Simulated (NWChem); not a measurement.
System: ethane (C₂H₆); SMILES CC

NWChem input:

```
start job
memory heap 200 mb stack 900 mb global 1100 mb
geometry units angstroms noautoz
  C      0.000000     0.000000     0.759558
  C      0.000000     0.000000    -0.759558
  H     -0.724029     0.724029     1.165167
  H      0.989042     0.265013     1.165167
  H     -0.265013    -0.989042     1.165167
  H     -0.989042    -0.265013    -1.165167
  H      0.724029    -0.724029    -1.165167
  H      0.265013     0.989042    -1.165167
end
basis spherical
  * library def2-tzvpd
end
dft
  xc xcamb88 1.00 lyp 0.81 vwn_5 0.19 hfexch 1.00
  cam 0.33 cam_alpha 0.19 cam_beta 0.46
  iterations 150
  mulliken
end
task dft gradient
```

NWChem printed, in part:

```
             Northwest Computational Chemistry Package (NWChem) 7.3.0
             --------------------------------------------------------

 D3D symmetry detected

                             Geometry "geometry" -> ""
                             -------------------------

 Output coordinates in angstroms (scale by  1.889725989 to convert to a.u.)

  No.       Tag          Charge          X              Y              Z
 ---- ---------------- ---------- -------------- -------------- --------------
    1 C                    6.0000     0.00000000     0.00000000     0.75955800
    2 C                    6.0000    -0.00000000     0.00000000    -0.75955800
    3 H                    1.0000    -0.72402900     0.72402900     1.16516700
    4 H                    1.0000     0.98904200     0.26501301     1.16516700
    5 H                    1.0000    -0.26501301    -0.98904200     1.16516700
    6 H                    1.0000    -0.98904200    -0.26501301    -1.16516700
    7 H                    1.0000     0.72402900    -0.72402900    -1.16516700
    8 H                    1.0000     0.26501301     0.98904200    -1.16516700

 Effective nuclear repulsion energy (a.u.)      42.1254118575

      Symmetry information
      --------------------

 Group name             D3d
 Group number             33
 Group order              12
 No. of unique centers     2

                                 NWChem DFT Module
                                 -----------------

 Summary of "ao basis" -> "ao basis" (spherical)
 ------------------------------------------------------------------------------
       Tag                 Description            Shells   Functions and Types
 ---------------- ------------------------------  ------  ---------------------
 C                         def2-tzvpd               13       37   6s3p3d1f
 H                         def2-tzvpd                5        9   3s2p

      Symmetry analysis of basis
      --------------------------

        a1g        21
        a1u         3
        a2g         3
        a2u        21
        eg         40
        eu         40

  Rotation of axis

            General Information
            -------------------
          SCF calculation type: DFT
          Wavefunction type:  closed shell.
          No. of atoms     :     8
          No. of electrons :    18
           Alpha electrons :     9
            Beta electrons :     9
          Charge           :     0
          Spin multiplicity:     1
          Use of symmetry is: on ; symmetry adaption is: on
          Maximum number of iterations: 150
          AO basis - number of functions:   128
                     number of shells:    56
          Convergence on energy requested:  1.00D-06
          Convergence on density requested:  1.00D-05
          Convergence on gradient requested:  5.00D-04

              XC Information
              --------------
                     Hartree-Fock (Exact) Exchange  1.000
                   CAM-Becke88 Exchange Functional  1.000
                      VWN V Correlation Functional  0.190 local
              Lee-Yang-Parr Correlation Functional  0.810

           Range-Separation Parameters
           ---------------------------
           Alpha           :  0.19
           Beta            :  0.46
           Gamma           :  0.33
           Short-Range HF  :     F

             Grid Information
             ----------------
          Grid used for XC integration:  medium
          Radial quadrature: Mura-Knowles
          Angular quadrature: Lebedev.
          Tag              B.-S. Rad. Rad. Pts. Rad. Cut. Ang. Pts.
          ---              ---------- --------- --------- ---------
          C                   0.70       49          10.0       434
          H                   0.35       45          10.0       434
          Grid pruning is: on
          Number of quadrature shells:    94
          Spatial weights used:  Erf1

      Superposition of Atomic Density Guess
      -------------------------------------

 Sum of atomic energies:         -78.34151666

      Non-variational initial energy
      ------------------------------

 Total energy =     -79.682466
 1-e energy   =    -186.370894
 2-e energy   =      64.563017
 HOMO         =      -0.423470
 LUMO         =       0.042723

      Symmetry analysis of molecular orbitals - initial
      -------------------------------------------------

  Numbering of irreducible representations:

     1 a1g         2 a1u         3 a2g         4 a2u         5 eg
     6 eu

  Orbital symmetries:

     1 a1g         2 a2u         3 a1g         4 a2u         5 eu
     6 eu          7 a1g         8 eg          9 eg         10 a1g
    11 a2u        12 eu         13 eu         14 eg         15 eg
    16 a1g        17 eg         18 eg         19 a2u

     ---------------------------------------------
      Total Density - Mulliken Population Analysis
     ---------------------------------------------

    Atom       Charge   Shell Charges
 -----------   ------   -------------------------------------------------------
    1 C    6     6.59   0.86  1.12  0.55  0.67  0.07  0.00  1.26  1.40  0.62  0.01  0.04 -0.02  0.00
    2 C    6     6.59   0.86  1.12  0.55  0.67  0.07  0.00  1.26  1.40  0.62  0.01  0.04 -0.02  0.00
    3 H    1     0.80   0.24  0.45  0.06  0.02  0.02
    4 H    1     0.80   0.24  0.45  0.06  0.02  0.02
    5 H    1     0.80   0.24  0.45  0.06  0.02  0.02
    6 H    1     0.80   0.24  0.45  0.06  0.02  0.02
    7 H    1     0.80   0.24  0.45  0.06  0.02  0.02
    8 H    1     0.80   0.24  0.45  0.06  0.02  0.02

   convergence    iter        energy       DeltaE   RMS-Dens  Diis-err
 ---------------- ----- ----------------- --------- --------- ---------
 d= 0,ls=0.0,diis     1    -79.7836001874 -1.22D+02  8.86D-03  2.50D-01
 d= 0,ls=0.0,diis     2    -79.8033938741 -1.98D-02  6.54D-04  5.64D-03
 d= 0,ls=0.0,diis     3    -79.8036756848 -2.82D-04  2.51D-04  3.91D-03
 d= 0,ls=0.0,diis     4    -79.8041449525 -4.69D-04  2.80D-05  1.93D-05
 d= 0,ls=0.0,diis     5    -79.8041476631 -2.71D-06  9.22D-06  7.71D-07
 d= 0,ls=0.0,diis     6    -79.8041477677 -1.05D-07  9.54D-07  1.29D-09

         Total DFT energy =      -79.804147767734
      One electron energy =     -189.098683632028
           Coulomb energy =       80.194787755307
    Exchange-Corr. energy =      -13.025663748559
 Nuclear repulsion energy =       42.125411857545

 Numeric. integr. density =       17.999993768285

                  Occupations of the irreducible representations
                  ----------------------------------------------

                     irrep           alpha         beta
                     --------     --------     --------
                     a1g               3.0          3.0
                     a1u               0.0          0.0
                     a2g               0.0          0.0
                     a2u               2.0          2.0
                     eg                2.0          2.0
                     eu                2.0          2.0

                       DFT Final Molecular Orbital Analysis
                       ------------------------------------

 Vector    7  Occ=2.000000D+00  E=-4.362160D-01  Symmetry=a1g
              MO Center=  2.4D-15, -1.7D-15, -2.4D-16, r^2= 1.7D+00
   Bfn.  Coefficient  Atom+Function         Bfn.  Coefficient  Atom+Function
  ----- ------------  ---------------      ----- ------------  ---------------
     9      0.306246  1 C  pz                46     -0.306246  2 C  pz
     5      0.286112  1 C  s                 42      0.286112  2 C  s
    12      0.223517  1 C  pz                49     -0.223517  2 C  pz
    15      0.163415  1 C  pz                52     -0.163415  2 C  pz
    76      0.076522  3 H  s                 85      0.076522  4 H  s

 Vector    8  Occ=2.000000D+00  E=-4.044354D-01  Symmetry=eg
              MO Center= -3.4D-15, -2.0D-15,  4.1D-16, r^2= 2.4D+00
   Bfn.  Coefficient  Atom+Function         Bfn.  Coefficient  Atom+Function
  ----- ------------  ---------------      ----- ------------  ---------------
    14      0.230114  1 C  py                51     -0.230114  2 C  py
     8      0.188840  1 C  py                45     -0.188840  2 C  py
    94     -0.180186  5 H  s                121     -0.180186  8 H  s
    13      0.166231  1 C  px                50     -0.166231  2 C  px
    85      0.149506  4 H  s                103      0.149506  6 H  s

 Vector    9  Occ=2.000000D+00  E=-4.044354D-01  Symmetry=eg
              MO Center= -9.3D-16,  1.6D-15,  7.1D-15, r^2= 2.4D+00
   Bfn.  Coefficient  Atom+Function         Bfn.  Coefficient  Atom+Function
  ----- ------------  ---------------      ----- ------------  ---------------
    13      0.230114  1 C  px                50     -0.230114  2 C  px
    76     -0.190348  3 H  s                112     -0.190348  7 H  s
     7      0.188840  1 C  px                44     -0.188840  2 C  px
    14     -0.166231  1 C  py                51      0.166231  2 C  py
     8     -0.136416  1 C  py                45      0.136416  2 C  py

 Vector   10  Occ=0.000000D+00  E= 3.852700D-02  Symmetry=a1g
              MO Center= -8.0D-15,  6.7D-15,  1.1D-14, r^2= 9.8D+00
   Bfn.  Coefficient  Atom+Function         Bfn.  Coefficient  Atom+Function
  ----- ------------  ---------------      ----- ------------  ---------------
     5      5.845256  1 C  s                 42      5.845256  2 C  s
    77     -2.399669  3 H  s                 86     -2.399669  4 H  s
    95     -2.399669  5 H  s                104     -2.399669  6 H  s
   113     -2.399669  7 H  s                122     -2.399669  8 H  s
     6      1.341530  1 C  s                 43      1.341530  2 C  s

 Vector   11  Occ=0.000000D+00  E= 6.093264D-02  Symmetry=a2u
              MO Center= -3.3D-16,  1.1D-15, -4.0D-15, r^2= 1.2D+01
   Bfn.  Coefficient  Atom+Function         Bfn.  Coefficient  Atom+Function
  ----- ------------  ---------------      ----- ------------  ---------------
     6      4.115268  1 C  s                 43     -4.115268  2 C  s
     5      3.618450  1 C  s                 42     -3.618450  2 C  s
    77     -1.341681  3 H  s                 86     -1.341681  4 H  s
    95     -1.341681  5 H  s                104      1.341681  6 H  s
   113      1.341681  7 H  s                122      1.341681  8 H  s

 Vector   12  Occ=0.000000D+00  E= 1.024460D-01  Symmetry=eu
              MO Center= -2.1D-12,  1.3D-12, -1.0D-12, r^2= 9.6D+00
   Bfn.  Coefficient  Atom+Function         Bfn.  Coefficient  Atom+Function
  ----- ------------  ---------------      ----- ------------  ---------------
    95      5.368994  5 H  s                122     -5.368994  8 H  s
    86     -3.427650  4 H  s                104      3.427650  6 H  s
    14      2.135539  1 C  py                51      2.135539  2 C  py
    77     -1.941344  3 H  s                113      1.941344  7 H  s
   100      1.569356  5 H  py               127      1.569356  8 H  py

     ---------------------------------------------
      Total Density - Mulliken Population Analysis
     ---------------------------------------------

    Atom       Charge   Shell Charges
 -----------   ------   -------------------------------------------------------
    1 C    6     6.81   0.85  1.12  0.51  0.62  0.20 -0.00  1.35  1.19  0.96  0.02  0.04 -0.07  0.00
    2 C    6     6.81   0.85  1.12  0.51  0.62  0.20 -0.00  1.35  1.19  0.96  0.02  0.04 -0.07  0.00
    3 H    1     0.73   0.27  0.48 -0.09  0.02  0.04
    4 H    1     0.73   0.27  0.48 -0.09  0.02  0.04
    5 H    1     0.73   0.27  0.48 -0.09  0.02  0.04
    6 H    1     0.73   0.27  0.48 -0.09  0.02  0.04
    7 H    1     0.73   0.27  0.48 -0.09  0.02  0.04
    8 H    1     0.73   0.27  0.48 -0.09  0.02  0.04

     -------------------------------------------
      Total Density - Lowdin Population Analysis
     -------------------------------------------

    Atom       Charge   Shell Charges
 -----------   ------   -------------------------------------------------------
    1 C    6     6.19   0.91  1.04  0.33  0.28  0.12  0.07  1.14  1.32  0.48  0.02  0.22  0.25  0.03
    2 C    6     6.19   0.91  1.04  0.33  0.28  0.12  0.07  1.14  1.32  0.48  0.02  0.22  0.25  0.03
    3 H    1     0.94   0.25  0.35  0.12  0.05  0.17
    4 H    1     0.94   0.25  0.35  0.12  0.05  0.17
    5 H    1     0.94   0.25  0.35  0.12  0.05  0.17
    6 H    1     0.94   0.25  0.35  0.12  0.05  0.17
    7 H    1     0.94   0.25  0.35  0.12  0.05  0.17
    8 H    1     0.94   0.25  0.35  0.12  0.05  0.17

     Multipole analysis of the density
     ---------------------------------

     L   x y z        total         alpha         beta         nuclear
     -   - - -        -----         -----         ----         -------
     0   0 0 0     -0.000000     -9.000000     -9.000000     18.000000

     1   1 0 0     -0.000000     -0.000000     -0.000000      0.000000
     1   0 1 0     -0.000000      0.000000      0.000000     -0.000000
     1   0 0 1      0.000000      0.000000      0.000000      0.000000

     2   2 0 0    -11.227460    -11.229778    -11.229778     11.232097
     2   1 1 0      0.000000      0.000000      0.000000      0.000000
     2   1 0 1     -0.000000     -0.000000     -0.000000      0.000000
     2   0 2 0    -11.227460    -11.229778    -11.229778     11.232097
     2   0 1 1      0.000000      0.000000      0.000000     -0.000000
     2   0 0 2    -11.737424    -32.774584    -32.774584     53.811744

            General Information
            -------------------
          SCF calculation type: DFT
          Wavefunction type:  closed shell.
          No. of atoms     :     8
          No. of electrons :    18
           Alpha electrons :     9
            Beta electrons :     9
          Charge           :     0
          Spin multiplicity:     1
          Use of symmetry is: on ; symmetry adaption is: on
          Maximum number of iterations: 150
          This is a Direct SCF calculation.
          AO basis - number of functions:   128
                     number of shells:    56
          Convergence on energy requested:  1.00D-06
          Convergence on density requested:  1.00D-05
          Convergence on gradient requested:  5.00D-04

              XC Information
              --------------
                     Hartree-Fock (Exact) Exchange  1.000
                   CAM-Becke88 Exchange Functional  1.000
                      VWN V Correlation Functional  0.190 local
              Lee-Yang-Parr Correlation Functional  0.810

           Range-Separation Parameters
           ---------------------------
           Alpha           :  0.19
           Beta            :  0.46
           Gamma           :  0.33
           Short-Range HF  :     F

[...]

                         DFT ENERGY GRADIENTS

    atom               coordinates                        gradient
                 x          y          z           x          y          z
   1 C       0.000000   0.000000   1.435356   -0.000000   0.000000  -0.007942
   2 C      -0.000000   0.000000  -1.435356    0.000000  -0.000000   0.007942
   3 H      -1.368216   1.368216   2.201846   -0.004265   0.004265   0.002825
   4 H       1.869018   0.500802   2.201846    0.005826   0.001561   0.002825
   5 H      -0.500802  -1.869018   2.201846   -0.001561  -0.005826   0.002825
   6 H      -1.869018  -0.500802  -2.201846   -0.005826  -0.001561  -0.002825
   7 H       1.368216  -1.368216  -2.201846    0.004265  -0.004265  -0.002825
   8 H       0.500802   1.869018  -2.201846    0.001561   0.005826  -0.002825
```

Level: CAM-B3LYP/def2-TZVPD. Coordinates come from a PBE0/def2-SVP optimisation.
